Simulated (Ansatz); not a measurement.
We consider cubic perovskite SrTiO₃ (cubic form, which distorts at low temperature), described by r²SCAN in Ansatz (plane waves, PAW).

Run with plane-wave cutoff 600 eV, 6×6×6 k mesh, no spin polarisation, scalar-relativistic PAW data made under PBE.

Cell (relaxed at this level):

```
SrTiO3
1.0
    3.90697     0.00000     0.00000
    0.00000     3.90697     0.00000
    0.00000     0.00000     3.90697
Sr Ti O
1 1 3
Direct
  0.00000   0.00000   0.00000
  0.50000   0.50000   0.50000
  0.50000   0.00000   0.50000
  0.00000   0.50000   0.50000
  0.50000   0.50000   0.00000
```

Problem. Estimate the elastic constant C11, Poisson ratio, Voigt–Reuss–Hill shear modulus (Hill average), elastic constant C12 and elastic constant C44 that the calculation returns.

Solution. 
- elastic constant C11 = 352 GPa
- Poisson ratio = 0.234
- Voigt–Reuss–Hill shear modulus (Hill average) = 122 GPa
- elastic constant C12 = 108 GPa
- elastic constant C44 = 122 GPa

Measured, for comparison: elastic constant C11 318 GPa, elastic constant C12 103 GPa, elastic constant C44 124 GPa (273 K, no zero-point or thermal correction; as tabulated in Frostenson et al. (2021), arXiv:2109.07393). Computed (rounded) less measured: elastic constant C11 +11 %, elastic constant C12 +5 %, elastic constant C44 -2 %. A static lattice is as a rule a little smaller and stiffer than an uncorrected measurement, which narrows the difference in the elastic constant C12 and would widen misses of the other sign.

Note: the relaxation could not lower the start's symmetry, so the cell can be a saddle point above a distorted one.

Elastic constants are with the ions relaxed.

Static lattice: no zero-point or thermal effects.

Cost on a shared machine: around 90 core-seconds (rough).

Ansatz is a first-principles code.
